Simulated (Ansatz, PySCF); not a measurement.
This Ansatz (a quantum-chemistry and plane-wave program) input computes a BLYP/def2-TZVPD energy:

Ansatz 0.2 input:
```yaml
crystal:
  periodic: [false, false, false]
  atoms:
    - {symbol: C, position_ang: [-0.04611676, 1.10658486, -0.24043606]}
    - {symbol: S, position_ang: [-0.01350845, -0.55406625, 0.19009309]}
    - {symbol: H, position_ang: [0.62811865, -1.02039440, -0.89361830]}
    - {symbol: H, position_ang: [-0.51679079, 1.78106912, 0.45592676]}
    - {symbol: H, position_ang: [0.38150795, 1.46487603, -1.16118149]}
basis:
  gaussian:
    orbitals: def2-TZVPD
hamiltonian:
  xc: {name: BLYP}
magnetization: {spin_polarized: true, initial_magnetization: 1}
output: {forces: true}
```

Write an input for the same energy in PySCF and say what it gives.


```python
from pyscf import gto, scf, dft

mol = gto.M(
    atom='''
    C    -0.04611676    1.10658486   -0.24043606
    S    -0.01350845   -0.55406625    0.19009309
    H     0.62811865   -1.02039440   -0.89361830
    H    -0.51679079    1.78106912    0.45592676
    H     0.38150795    1.46487603   -1.16118149
    ''',
    basis='def2-tzvpd',
    charge=0,
    spin=1,
    verbose=4,
)

mf = dft.UKS(mol, xc='blyp').density_fit(auxbasis='def2-universal-jkfit')
mf.grids.level = 3
mf.conv_tol = 1e-9
mf.max_cycle = 100
mf.max_memory = 1500
mf.kernel()
if not mf.converged:
    mf = mf.newton()
    mf.kernel(mf.make_rdm1())
for _ in range(2):
    mo, _, stable, _ = mf.stability(return_status=True)
    if stable:
        break
    mf.kernel(mf.make_rdm1(mo, mf.mo_occ))
mf.analyze()
```
It gives -438.04592 Eh, and Ansatz -438.04586 Eh, a difference of 0.06 mEh, from the treatment of integrals and grids.

It need not be the lowest isomer of its formula.
